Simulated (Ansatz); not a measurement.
**BH2Cl: vertical ionisation energy**

Aim: the vertical ionisation energy of BH2Cl, as cation minus neutral at the neutral's geometry, on several levels, and how well −ε(HOMO) stands in for it.

The runs use Ansatz 0.2.0, Gaussian basis; unrestricted cation, the program's frozen cores in correlated methods.

Levels to be run: UKS PBE-D4/def2-TZVPP; UKS r2SCAN-D4/def2-TZVPP; UKS PBE0-D4/def2-TZVPP; UKS B3LYP-D4/def2-TZVPP; UKS wB97X-V/def2-TZVPP; UKS wB97M-V/def2-TZVPP; UKS B2PLYP/def2-TZVPP; UHF-CCSD(T)/def2-TZVPP; UHF-CCSD(T)/def2-QZVPP; extrapolation to the limit; then −ε(HOMO) from the neutral's earlier runs with LDA (SPW92), PBE-D4, revPBE-D4, BLYP-D4, r2SCAN-D4, B97M-V, PBE0-D4, B3LYP-D4, r2SCANh-D4, r2SCAN0-D4, HSE06-D4, BHLYP-D4, CAM-B3LYP-D4, LC-ωPBE, ωB97X-V, ωB97M-V.

## (1) Structure used throughout

An earlier PBE0-D4 in a triple-zeta def2 set relaxation fixed the geometry.

SMILES `BCl`, 4 atoms, charge 0, spin multiplicity 1.

Atoms are counted from 1 here; the program's logs count them from 0.

Bond lengths: B1–Cl2 1.733 Å, B1–H3 1.190 Å, B1–H4 1.190 Å. Angles: Cl2–B1–H3 118.1°, Cl2–B1–H4 118.1°, H3–B1–H4 123.8°.

## (2) Cation, UKS PBE-D4/def2-TZVPP

in.yaml reads:

```yaml
crystal:
  periodic: [false, false, false]
  atoms:
    - {symbol: B, position_ang: [-0.116737, 0.021680, -0.075281]}
    - {symbol: Cl, position_ang: [1.364994, -0.395289, 0.721178]}
    - {symbol: H, position_ang: [-1.106203, -0.559526, 0.240436]}
    - {symbol: H, position_ang: [-0.086554, 0.872834, -0.906634]}
basis:
  gaussian: {orbitals: def2-TZVPP}
total_charge: 1
magnetization: {spin_polarized: true, initial_magnetization: 1}
hamiltonian: {xc: pbe, dispersion: d4}
```

The runs that follow: Cation, UKS r2SCAN-D4/def2-TZVPP; Cation, UKS PBE0-D4/def2-TZVPP; Cation, UKS B3LYP-D4/def2-TZVPP; Cation, UKS wB97X-V/def2-TZVPP; Cation, UKS wB97M-V/def2-TZVPP; Cation, UKS B2PLYP (frozen core)/def2-TZVPP; Cation, UHF-CCSD(T)/def2-TZVPP; Cation, UHF-CCSD(T)/def2-QZVPP.

Q: Predict the results of all the runs planned. Wanted: ionisation energy, CCSD(T)/CBS; nearest functional by difference; nearest −ε(HOMO); −ε(HOMO) of PBE; T1 of the cation.

**Answer**, as computed:

| quantity | value |
| --- | --- |
| ionisation energy, CCSD(T)/CBS | 11.69 eV |
| nearest functional by difference | ωB97X-V (-0.21 eV) |
| nearest −ε(HOMO) | LC-ωPBE (-0.23 eV) |
| −ε(HOMO) of PBE | 7.27 eV |
| T1 of the cation | 0.043 |

By cation minus neutral, the functionals miss by 0.63 eV at most. The PBE orbital energy is 4.4 eV too small: a semilocal HOMO is no ionisation energy. Among orbital estimates LC-ωPBE comes nearest. Hartree-Fock falls 0.99 eV short, as the neutral has more correlation energy than the cation. The cation's T1 (from the report) is 0.043, near the customary mark of 0.045 for open shells, so the coupled-cluster value is less safe.
